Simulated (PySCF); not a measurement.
## Identify the compound

An unknown has the formula C4H5Cl. Its calculated NMR data are:

$^{1}$H NMR (300 MHz, computed): δ 5.58 (m, 1H), 5.12 (m, 2H), 4.20 (m, 2H).

$^{13}$C{$^{1}$H} NMR (computed): δ 223.1 (C), 95.1 (CH), 80.4 (CH2), 51.3 (CH2).

[PySCF: coordinates at the GFN2-xTB level; GIAO PBE0/pcSseg-1 shieldings; a single conformation; equivalent nuclei averaged; no relativistic terms; in vacuum]

δ = σ(ref) − σ, references computed at the same level: $^{1}$H, $^{13}$C against TMS.

**Question.** Deduce the structure.

**Answer.** 
- Rings plus π bonds: 2 (no ring in the answer).
- 4 carbon signals for 4 carbons: no two carbons are equivalent.
- Carbon types of the structure: 1 × C, 1 × CH, 2 × CH2, which accounts for all hydrogens.
- δC 223.1: central carbon of an allene; the central sp carbon of an allene is among the most deshielded carbons of hydrocarbons.
- δC 95.1, 80.4: terminal carbon of a cumulated C=C=C unit.
- δC 51.3: allylic sp3 CH2 bonded to Cl; the inductive effect lowers its shielding.
- δH 5.58, 5.12: hydrogen on a terminal carbon of a cumulated C=C=C unit; a vinylic proton, deshielded by the sp2 carbon and the C=C anisotropy.
- δH 4.20: hydrogen on an allylic sp3 CH2 bonded to Cl; its carbon carries Cl, which withdraws density.

The compound is `C(C=C=C)Cl`.

The shifts were computed for this structure.

Carbons that carry Cl, above all several Cl atoms, come out too deshielded, partly because spin–orbit coupling is missing. Shifts are as computed. Against solution values, carbons near 30 ppm lie about +3 ppm off and those near 130 ppm about +5 ppm. Of 246 compounds with measured shifts, 49 miss one by over three times the rms of a fit or turn the order of signals round; such compounds aren't used in these exercises. Multiplicities follow the n + 1 count of equivalent neighbours, as no J values were calculated; m marks all less simple cases, F and P coupling included.
